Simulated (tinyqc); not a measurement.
Inside a calculation. Method: CCSD on RHF in the sto-3g basis, frozen core, for H3O+, spin multiplicity 1. One step of it, computed by the program tinyqc.

Problem. CCSD: starting amplitudes. t_ij^ab = <ij||ab> / (e_i + e_j - e_a - e_b), whose energy is MP2.

orbital energies (hartree): MO1 -20.860253, MO2 -1.811529, MO3 -1.157790, MO4 -1.157508, MO5 -0.924106, MO6 0.140159, MO7 0.359618, MO8 0.360053

Two-electron integrals over orbitals (pq|rs), unique and non-zero (hartree); the lowest 1 orbital is frozen and left out:
```
(22|22) 0.722590    (32|22) -0.000018   (32|32) 0.145017    (33|22) 0.672970
(33|32) 0.034514    (33|33) 0.690861    (42|42) 0.145002    (43|42) -0.034492
(43|43) 0.043217    (44|22) 0.672976    (44|32) -0.034505   (44|33) 0.604441
(44|44) 0.690857    (52|22) -0.008139   (52|32) -1.82e-06   (52|33) 0.000292
(52|44) 0.000294    (52|52) 0.152014    (53|22) -2.44e-06   (53|32) 0.001688
(53|33) -0.000754   (53|44) 0.000754    (53|52) 0.000017    (53|53) 0.034799
(54|42) 0.001691    (54|43) 0.000754    (54|54) 0.034799    (55|22) 0.758329
(55|32) 0.000019    (55|33) 0.675997    (55|44) 0.676000    (55|52) 0.019861
(55|53) 1.85e-06    (55|55) 0.880593    (62|22) 0.135041    (62|32) -3.94e-06
(62|33) 0.100959    (62|44) 0.100995    (62|52) -0.006727   (62|53) -1.23e-06
(62|55) 0.170720    (62|62) 0.075457    (63|22) -0.000009   (63|32) -0.010967
(63|33) -0.024225   (63|44) 0.024219    (63|52) -1.11e-06   (63|53) 0.001464
(63|55) -0.000005   (63|62) 3.40e-06    (63|63) 0.052045    (64|42) -0.010889
(64|43) 0.024216    (64|54) 0.001463    (64|64) 0.052004    (65|22) -0.016630
(65|32) -1.44e-06   (65|33) -0.008507   (65|44) -0.008509   (65|52) 0.074501
(65|53) 0.000008    (65|55) -0.008061   (65|62) -0.011646   (65|63) -1.83e-06
(65|65) 0.044386    (66|22) 0.523541    (66|32) 0.000008    (66|33) 0.514060
(66|44) 0.514013    (66|52) -0.014300   (66|53) -3.32e-06   (66|55) 0.527019
(66|62) 0.045435    (66|63) -0.000030   (66|65) -0.010683   (66|66) 0.463432
(72|42) 0.047125    (72|43) 0.013786    (72|54) 0.004258    (72|64) 0.038189
(72|72) 0.052267    (73|42) 0.043417    (73|43) -0.004875   (73|54) -0.000891
(73|64) -0.023990   (73|72) 0.000672    (73|73) 0.034827    (74|22) 0.159636
(74|32) 0.043432    (74|33) 0.132297    (74|44) 0.122582    (74|52) 0.008167
(74|53) -0.000891   (74|55) 0.185799    (74|62) 0.085668    (74|63) -0.024013
(74|65) -0.004833   (74|66) 0.047358    (74|74) 0.141900    (75|42) 0.008975
(75|43) -0.002511   (75|54) 0.022877    (75|64) -0.002524   (75|72) 0.002805
(75|73) 0.003265    (75|75) 0.020256    (76|42) 0.106513    (76|43) -0.042561
(76|54) -0.001763   (76|64) -0.046264   (76|72) 0.004582    (76|73) 0.052090
(76|75) 0.007334    (76|76) 0.124589    (77|22) 0.590619    (77|32) -0.031192
(77|33) 0.540912    (77|44) 0.613649    (77|52) 0.000173    (77|53) 0.002145
(77|55) 0.592761    (77|62) 0.072803    (77|63) 0.040785    (77|65) -0.004951
(77|66) 0.492576    (77|74) 0.070499    (77|77) 0.590930    (82|22) 0.000044
(82|32) -0.047133   (82|33) 0.013775    (82|44) -0.013732   (82|52) 1.01e-06
(82|53) -0.004259   (82|55) 0.000034    (82|62) 0.000013    (82|63) -0.038176
(82|65) 1.47e-07    (82|66) 0.000033    (82|74) -0.000661   (82|77) -0.023093
(82|82) 0.052265    (83|22) -0.159683   (83|32) 0.043348    (83|33) -0.122620
(83|44) -0.132332   (83|52) -0.008170   (83|53) -0.000893   (83|55) -0.185832
(83|62) -0.085681   (83|63) -0.023994   (83|65) 0.004834    (83|66) -0.047351
(83|74) -0.075233   (83|77) -0.104644   (83|82) -0.000680   (83|83) 0.141869
(84|42) -0.043373   (84|43) 0.004860    (84|54) 0.000892    (84|64) 0.023982
(84|72) -0.000663   (84|73) -0.031863   (84|75) -0.003263   (84|76) -0.052057
(84|84) 0.034801    (85|22) 1.64e-06    (85|32) -0.008979   (85|33) -0.002513
(85|44) 0.002513    (85|52) 0.000006    (85|53) -0.022880   (85|55) 6.49e-07
(85|62) 9.31e-07    (85|63) 0.002530    (85|65) 3.24e-06    (85|66) -1.71e-06
(85|74) -0.003266   (85|77) 0.002727    (85|82) 0.002808    (85|83) -0.003262
(85|85) 0.020262    (86|22) 0.000018    (86|32) -0.106558   (86|33) -0.042566
(86|44) 0.042571    (86|52) 1.63e-06    (86|53) 0.001766    (86|55) 3.51e-06
(86|62) 0.000021    (86|63) 0.046344    (86|65) -1.49e-06   (86|66) -0.000036
(86|74) -0.052095   (86|77) 0.058633    (86|82) 0.004595    (86|83) -0.052054
(86|85) 0.007340    (86|86) 0.124667    (87|42) 0.031175    (87|43) -0.036385
(87|54) -0.002144   (87|64) -0.040764   (87|72) -0.023126   (87|73) 0.017071
(87|75) 0.002725    (87|76) 0.058611    (87|84) -0.017057   (87|87) 0.047872
(88|22) 0.590656    (88|32) 0.031149    (88|33) 0.613667    (88|44) 0.540937
(88|52) 0.000176    (88|53) -0.002144   (88|55) 0.592821    (88|62) 0.072819
(88|63) -0.040769   (88|65) -0.004950   (88|66) 0.492632    (88|74) 0.104647
(88|77) 0.495240    (88|82) 0.023131    (88|83) -0.070619   (88|85) -0.002723
(88|86) -0.058581   (88|88) 0.590925
```

Give: Starting amplitudes; correlation energy.

Solution.

Starting amplitudes (spin orbitals 1a, 1b, ...; amplitudes related by a flip of all spins are not repeated; the 24 largest):

| from | to | t |
|---|---|---|
| 4a 4b | 7a 7b | -0.0468 |
| 3a 3b | 8a 8b | -0.0467 |
| 3a 4b | 7b 8a | -0.0248 |
| 2a 4b | 6a 7b | -0.0247 |
| 2a 3b | 6a 8b | 0.0247 |
| 5a 5b | 6a 6b | -0.0209 |
| 3a 3b | 6a 6b | -0.0200 |
| 4a 4b | 6a 6b | -0.0200 |
| 2a 2b | 6a 6b | -0.0193 |
| 3a 4a | 7a 8a | -0.0143 |
| 2a 3a | 6a 8a | 0.0137 |
| 2a 4a | 6a 7a | -0.0137 |
| 2a 2b | 7a 7b | -0.0120 |
| 2a 2b | 8a 8b | -0.0120 |
| 3a 3b | 7a 7b | -0.0115 |
| 4a 4b | 8a 8b | -0.0115 |
| 2a 4b | 6b 7a | 0.0110 |
| 2a 3b | 6b 8a | -0.0110 |
| 3a 4b | 7a 8b | 0.0105 |
| 3a 4b | 6a 7b | 0.0085 |
| 3a 4b | 6b 7a | -0.0085 |
| 3a 3b | 6a 8b | 0.0085 |
| 4a 4b | 6a 8b | -0.0085 |
| 5a 5b | 7a 7b | -0.0079 |

correlation energy = -0.040316 hartree
